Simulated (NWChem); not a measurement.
# nitrogen trifluoride (NF$_{3}$); SMILES FN(F)F

```xyz
4

F      0.8608     0.8608    -0.1216
N      0.0000     0.0000     0.4667
F     -1.1759     0.3151    -0.1216
F      0.3151    -1.1759    -0.1216
```
Atoms are numbered in this order, from 1.

Computed with NWChem. Geometry: optimised at PBE0/def2-SVP. Level: PBE0/def2-SVP with SMD (1 M gas to 1 M solution), gas-phase geometry.

Problem. What does the run give for solvent water? Quantities: solvation free energy (kcal/mol); cavity-dispersion-structure term (kcal/mol); dipole in solution (D).

Solution. 
```yaml
solvation free energy (kcal/mol): 2.4
cavity-dispersion-structure term (kcal/mol): 2.9
dipole in solution (D): 0.07
```
